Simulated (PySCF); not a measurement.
NO2, SMILES [O]N=O (connectivity only; charge and spin as stated), charge -1, multiplicity 1.

The structure is a stationary point at r2SCAN-D4/def2-TZVPD. The multiplicity is an assumed one; other spin states were not compared. The isomer is the one that the SMILES or the coordinates give; other isomers of the formula were not compared.

Level of theory: PBE/def2-TZVPD (PySCF).

Symmetry labels are those of the subgroup C2v that the program uses (full group C2v).

**Question.** List the valence orbital energies around the gap with their symmetry. (An estimate is asked for; the answer gives what the named calculation found.)

**Answer.** 
```csv
orbital,symmetry,energy (eV)
HOMO−7,B2,-18.21
HOMO−6,A1,-8.32
HOMO−5,B2,-5.20
HOMO−4,B1,-4.98
HOMO−3,A1,-4.53
HOMO−2,A2,-0.71
HOMO−1,B2,0.28
HOMO,A1,1.30
LUMO,B1,4.18
LUMO+1,B2,5.00
LUMO+2,A1,5.10
LUMO+3,A1,5.81
```
